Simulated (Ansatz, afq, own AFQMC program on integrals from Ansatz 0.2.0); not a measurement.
**H$_{2}$O + N, quartet in cc-pVTZ along one coordinate**

```
atom    x (Å)    y (Å)   z (Å)
   O  -1.1404  -0.0292  0.0000
   H  -1.3897   0.8974  0.0000
   H  -0.1808  -0.0292  0.0000
   N   1.4156  -0.0292  0.0000
```

A hydrogen atom is moved from one rigid fragment to the other; the O1–H3 distance tells how far. The two fragments are held close together, so this isn't a minimum-energy path and the start is a compressed complex. Energies in eV count from this geometry (0.960 Å) at the same level; the start stands on UHF, each point on the determinant named.

Basis cc-pVTZ. Only valence electrons are correlated. AFQMC by an in-house program on the Cholesky factors that Ansatz 0.2.0 writes for its CCSD(T) run. The CISD trial takes its coefficients from CCSD amplitudes. Released means that phaseless walkers are propagated on without the constraint, phases kept. Error bars are statistical, one sigma.

Cautions, each for one point or more: lower spins were not checked; the ph-AFQMC/CISD walk drifts between its halves; unrestricted determinant slightly spin contaminated.

| r(O1–H3) / Å | det. | T1 | weight | ⟨S²⟩ | CCSD(T) | ph-AFQMC/CISD | released AFQMC | CCSDT(Q) | PBE | B3LYP |
| --- | --- | --- | --- | --- | --- | --- | --- | --- | --- | --- |
| 1.119 | UHF | 0.014 | 0.90 | 3.77 | 0.529 | 0.539 ± 0.007 | – | 0.521 | 0.226 | 0.358 |
| 1.198 | UHF | 0.016 | 0.89 | 3.79 | 0.914 | 0.911 ± 0.007 | – | 0.899 | 0.434 | 0.621 |
| 1.278 | UHF | 0.022 | 0.88 | 3.83 | 1.247 | 1.257 ± 0.008 | 1.207 ± 0.013* | 1.225 | 0.611 | 0.827 |
| 1.357 | UHF | 0.032 | 0.87 | 3.83 | 1.450 | 1.446 ± 0.007 | 1.415 ± 0.011 | 1.423 | 0.735 | 0.942 |
| 1.516 | UHF | 0.025 | 0.89 | 3.78 | 1.582 | 1.578 ± 0.006 | – | 1.565 | 0.991 | 1.093 |

Weight is that of the determinant in the CISD state; at the start T1 is 0.010 and the weight 0.91, and ⟨S²⟩ is 3.76. An asterisk marks released energies that aren't shown to be converged. A dash marks a missing value, a released energy that hasn't settled or a functional that sits on another state. Largest departures from CCSDT(Q), at the points where its series has closed: CCSD(T) 0.027 eV at 1.357 (on UHF), ph-AFQMC/CISD 0.032 eV at 1.278 (on UHF), PBE -0.688 eV at 1.357, B3LYP -0.482 eV at 1.357. Functionals count only at points shown to share the start's state and spin.

Some points may be missing: those where a free walk finds a much lower state, and past Zn most of those on another determinant than at the start.

CCSDT and higher add their correlation energy to the determinant of the CCSD(T) run, since their own runs factorise the integrals more tightly (a shift of under 2 meV). A walk keeps the symmetry of its determinant, which the program's search chose and which needn't be the lowest solution, so a lower state of the same spin and another symmetry isn't excluded.
